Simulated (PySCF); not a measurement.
Method: PySCF 2.14.0, delta-SCF UKS SCAN, pcX-2 on the ionised atom, pcseg-1 elsewhere, spin-free X2C. Geometries: GFN2-xTB; isolated species, one conformer each. Values against the vacuum level.

Task: Rank by computed C 1s binding energy, lowest first.
A. C4 in `[O:1]=[C:2]=[CH:3]/[CH:4]=[CH:5]\[F:6]`
B. C5 in `[O:1]=[C:2]=[CH:3]/[CH:4]=[CH:5]/[F:6]`
C. C1 in `[CH3:1][c:2]1[c:3]([F:4])[c:5]1=[O:6]`
D. C2 in `[O:1]=[C:2]1[CH:3]=[CH:4][C@@H:5]1[F:6]`
E. C5 in `[O:1]=[c:2]1[cH:3][c:4]1[CH2:5][F:6]`

Result: A (291.25 eV), C (292.01 eV), B (292.35 eV), D (293.80 eV), E (294.21 eV).

The highest is bonded to F, C and 2 H, the lowest to C (double bond), C and H; the range is 2.96 eV.

Task: Rank by computed O 1s binding energy, lowest first.
A. Oxygen in `O=C=C/C=C\F`
B. Oxygen in `O=C1C=C[C@@H]1F`
C. Oxygen in `Cc1c(F)c1=O`

Result: C (537.62 eV), B (538.19 eV), A (539.87 eV).

The highest is bonded to C (double bond), the lowest to C (double bond); the range is 2.25 eV.

Task: Order these sites by rising F 1s binding energy.
A. Fluorine in `O=C1C=C[C@@H]1F`
B. Fluorine in `c1(F)c(=O)c1C`
C. Fluorine in `O=C1C=C(F)C1`

Result: A (692.75 eV), B (693.89 eV), C (694.25 eV).

From the lowest up, the atoms are bonded to: C (692.75); C (693.89); C (694.25).
